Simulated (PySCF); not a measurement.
All values below come from PBE-D3(BJ)/def2-TZVP (PySCF 2.14.0). Isolated molecules, 0 K electronic values unless said otherwise. 

Reference species (SMILES): `[C](=O)C` (neutral, multiplicity 2).

| Quantity | Value |
|---|---|
| dipole moment | 2.47 D |

Changed species: `[SH]` (radical fragment; the reference has radical fragment).

Problem. What does the change do to the dipole moment?

Solution. the dipole moment decreases by 1.60 D, to 0.87 D.
